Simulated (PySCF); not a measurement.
BH6NSi.
Numbering: `[BH2:1][NH:2][SiH3:3]` (hydrogens: H4, H5 on B1; H6 on N2; H7, H8, H9 on Si3)

Method used: core-valence-separated Tamm–Dancoff BHandHLYP/aug-pcX-1 (pcseg-1 on H, def2-SVPD on Si) in PySCF, non-relativistic, gas phase, PBE0-D3(BJ)/def2-SVP geometry. No shift to experiment was applied.

Q: List the boron K-edge absorption lines.

A: 
```tsv
E (eV)	f	core hole on	main final orbital
186.71	0.0811	B1	LUMO (32 %)
190.36	0.0064	B1	LUMO+1 (49 %)
191.18	0.0143	B1	LUMO+2 (64 %)
191.25	0.0089	B1	LUMO+3 (77 %)
191.60	0.0093	B1	LUMO+6 (42 %)
191.97	0.0031	B1	LUMO+4 (52 %)
192.18	0.0028	B1	LUMO+5 (68 %)
```

The first line with a tenth or more of the strongest one's intensity is at 186.71 eV (f = 0.081), with the hole on B1 (three-coordinate boron). It is also the strongest listed.

Q: What does the N 1s absorption edge look like?

A: 
| E (eV) | f | core hole on | main final orbital |
| --- | --- | --- | --- |
| 398.35 | 0.0285 | N2 | LUMO (40 %) |
| 399.33 | 0.0115 | N2 | LUMO+1 (42 %) |
| 400.45 | 0.0284 | N2 | LUMO+4 (62 %) |
| 401.30 | 0.0034 | N2 | LUMO+5 (72 %) |
| 401.54 | 0.0004 | N2 | LUMO+2 (47 %) |
| 401.64 | 0.0026 | N2 | LUMO+6 (39 %) |
| 402.04 | 0.0012 | N2 | LUMO+3 (68 %) |

The first line with a tenth or more of the strongest one's intensity is at 398.35 eV (f = 0.028), with the hole on N2 (silicon-bound nitrogen). It is also the strongest listed.

Roots within 0.03 eV whose holes lie on the same, on equivalent or on shared atoms are summed into one line, and the highest roots are left out, as the search may have cut off their partners. Final orbitals are the ground state's empty Kohn–Sham orbitals.

Q: What is the summed oscillator strength of the listed B K lines, and their intensity-weighted mean energy?

A: Σf = 0.126 over 7 lines from 186.71 to 192.18 eV; the weighted mean is 188.34 eV. The strongest line holds 64 % of the sum.

The list ends where the root search ended, not at a threshold.
